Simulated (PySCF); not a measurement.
Species, as SMILES: FC(F)(F)F.
Geometry (B3LYP-D3(BJ)/def2-TZVP, fixed):
```
C
F 1 1.3260
F 1 1.3260 2 109.47
F 1 1.3260 2 109.47 3 120.00
F 1 1.3260 2 109.47 4 120.00
```

Basis-set convergence of the lowest singlet excitation energy at PBE0 with PySCF. Tamm-Dancoff approximation; the state is taken by its order, and sets in which it differs in degeneracy or brightness are left out, yet its character can still change. All functions are spherical. Density fitting with generated auxiliary sets. No added dispersion term, no relativity. Reference: the value in aug-pcseg-2, 11.700 eV, itself unsure by roughly 0.096 eV (its distance from aug-cc-pVTZ). Deviations are taken from unrounded values. Cost is core time over that of cc-pVDZ, rough, on shared machines of one kind; a dash marks a row that isn't timed (too short, read off another run, short of memory, by another algorithm or on other hardware).

| basis | functions | lowest singlet excitation energy (eV) | minus reference (eV) | cost |
|---|---|---|---|---|
| 3-21G | 45 | 14.667 | 2.967 | - |
| 6-31G | 45 | 14.257 | 2.557 | - |
| pcseg-0 | 45 | 14.709 | 3.009 | - |
| cc-pVDZ | 70 | 14.814 | 3.114 | 1× |
| pcseg-1 | 70 | 14.700 | 3.001 | 1× |
| 6-311+G** | 110 | 11.967 | 0.267 | 3× |
| def2-SVPD | 112 | 12.189 | 0.489 | 3× |
| aug-pcseg-1 | 115 | 11.806 | 0.106 | 3× |
| 6-311++G(2d,2p) | 135 | 11.923 | 0.223 | 4× |
| cc-pVTZ | 150 | 14.472 | 2.772 | 5× |
| d-aug-cc-pVDZ | 160 | 11.513 | -0.187 | 6× |
| 6-311++G(3df,3pd) | 195 | 11.903 | 0.204 | 10× |
| jun-cc-pV(T+d)Z | 195 | 11.810 | 0.110 | 10× |
| def2-TZVPPD | 197 | 11.791 | 0.092 | 10× |
| aug-cc-pVTZ | 230 | 11.796 | 0.096 | 10× |
| aug-pcseg-2 | 230 | 11.700 | 0.000 | 10× |
| cc-pVQZ | 275 | 13.761 | 2.062 | 50× |
| def2-QZVPP | 285 | 13.344 | 1.644 | - |
